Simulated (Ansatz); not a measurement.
Results of PBEsol (Ansatz, a quantum-chemistry and plane-wave program, PAW) for antifluorite Mg2Sn.

Settings: plane-wave cutoff 520 eV, 10×10×10 k mesh, Fermi–Dirac smearing 0.01 eV, scalar-relativistic PAW data made under PBE.

Computed at the level's own relaxed cell.

**Question.** What does this level give for the volume per atom, bulk modulus, lattice constant a and pressure derivative B′ of the bulk modulus?

**Answer.** 
* **volume per atom**: 25.58 Å³/atom
* **bulk modulus**: 43.7 GPa
* **lattice constant a**: 6.745 Å
* **pressure derivative B′ of the bulk modulus**: 4.4

The run finds no gap.

Measured, for comparison: equilibrium volume per atom 25.82 Å³/atom, lattice constant a 6.766 Å (temperature not stated, no zero-point or thermal correction; as tabulated in Freccero, Grin, Wagner, Dalton Trans. (2023), ESI). Computed (rounded) less measured: equilibrium volume per atom -0.9 %, lattice constant a -0.3 %. A static lattice is as a rule a little smaller and stiffer than an uncorrected measurement, which narrows the difference in the equilibrium volume per atom, lattice constant a and would widen misses of the other sign.

Note: the gap of the solid is closed in this run; this level leaves the solid without a gap, although one is measured.

Spin–orbit coupling is not included; it can open a gap where bands touch, and shift volumes and moduli.

Computed values are for the static lattice.

The result took roughly 50 core-seconds.
